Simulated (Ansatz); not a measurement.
Reaction: C2H6O (ethanol, SMILES CCO) → C2H5O (SMILES C[CH]O, doublet) + H (doublet) (the C-H bond breaks)
Each species at its own B3LYP-D3(BJ)/def2-TZVP minimum (Ansatz, an electronic-structure program), one conformer.

Total energies in hartree (Ansatz). Radicals and triplets start from unrestricted determinants; spin-orbit coupling is neglected. Cores are frozen in correlated methods. No relativity. Where a partner has so few electrons that a lower coupled-cluster level is exact, that level stands in.

```csv
species,HF/cc-pVTZ,CCSD(T)/cc-pVTZ,HF/cc-pVQZ,CCSD(T)/cc-pVQZ,CCSD(T)/cc-pVDZ,CCSDT(Q)/cc-pVDZ
1: C2H6O (SMILES CCO),-154.14243,-154.79527,-154.15422,-154.84492,-154.62297,-154.62460
"2: C2H5O (SMILES O[CH]C, doublet)",-153.51811,-154.13429,-153.52989,-154.18269,-153.96836,-153.97012
3: H (doublet),-0.49981,-0.49981,-0.49995,-0.49995,-0.49928,-0.49928
```

Problem. Work out the bond dissociation energy (electronic) in kJ/mol: take Hartree-Fock from cc-pVQZ, extrapolate the CCSD(T) correlation energy as X^-3 (X = 3, 4), and add CCSDT(Q) - CCSD(T) in cc-pVDZ. 1 hartree = 2625.5 kJ/mol.

Solution. 
Species 1: correlation (64·(-0.69070) - 27·(-0.65284))/37 = -0.71833; step -0.00163; E1 = -154.15422 + (-0.71833) + (-0.00163) = -154.87418
Species 2: correlation (64·(-0.65280) - 27·(-0.61618))/37 = -0.67952; step -0.00176; E2 = -153.52989 + (-0.67952) + (-0.00176) = -154.21117
Species 3: correlation (64·(0.00000) - 27·(0.00000))/37 = 0.00000; step +0.00000; E3 = -0.49995 + (0.00000) + (+0.00000) = -0.49995
-1·E1 +1·E2 +1·E3 = 0.16306 hartree = 428.1 kJ/mol.
